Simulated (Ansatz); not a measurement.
hcp Zr was calculated with revPBE (Ansatz, an electronic-structure program, PAW).

Numerical settings: plane-wave cutoff 520 eV, 18×18×12 k mesh (along the axes of the cell as run), Fermi–Dirac smearing 0.05 eV, scalar-relativistic PAW data made under PBE.

Properties against volume:

Shape and atoms are relaxed at each volume.

```csv
V (Å³/atom),P (GPa),c (Å),a (Å)
22.846,3.93,5.136,3.205
23.322,1.88,5.166,3.229
23.798,0.00,5.195,3.252
24.274,-1.73,5.226,3.275
24.750,-3.32,5.257,3.298
```

Note: the bulk modulus comes from volumes at which shape and atoms were relaxed.
